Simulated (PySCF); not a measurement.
# C6H5: the cost of one run

The runs use PySCF 2.14.0, with density-fitted response routines of our own; the level of theory stands in each step. All values are computed, except where a source is named. Atoms count from 0, in the outputs and in this text.

## 1. The starting structure

11 atoms, charge 1, multiplicity 1; geometry from: GFN2-xTB. The atoms were then displaced at random by about 0.03 Å, so the start is not that level's minimum.

Bonds of the start (Å): C0–C1 1.15, C1–C2 1.46, C2–C3 1.60, C3–C4 1.29, C4–C5 1.37, C5–C3 1.32, C0–H6 1.10, C2–H7 1.04, C2–H8 1.09, C4–H9 1.10, C5–H10 1.03.

## 2. Optimising the geometry at PBE0-D3(BJ)/def2-SVP

The job: settings as JSON, then the geometry in Å.

```
{"job": {"xc": "PBE0", "basis": "def2-SVP", "d3": "d3bj", "grid": 1, "shake": 0.03, "kind": "geom"}, "charge": 1, "multiplicity": 1}
C     -1.659160     0.965230     1.479580
C     -1.337540     0.240900     0.651320
C     -0.905490    -0.731800    -0.355200
C      0.648460    -0.362070    -0.308170
C      1.802270    -0.477370     0.262930
C      1.585710     0.486140    -0.684560
H     -2.102860     1.704470     2.169450
H     -1.275840    -0.524800    -1.310160
H     -1.052950    -1.720570     0.087970
H      2.465060    -0.921470     1.027110
H      1.941250     1.261180    -1.256370
```

On the command line:

```bash
> OMP_NUM_THREADS=1 python probes_run.py task.json out
```

The driver reads the jobs from task.json and runs them one after another.

**Question.** How long does this first job take on 1 thread of Intel Xeon Platinum 8375C at 2.90GHz, shared host, and how much memory does it need?

About 27 s, with a peak of 0.43 GiB.
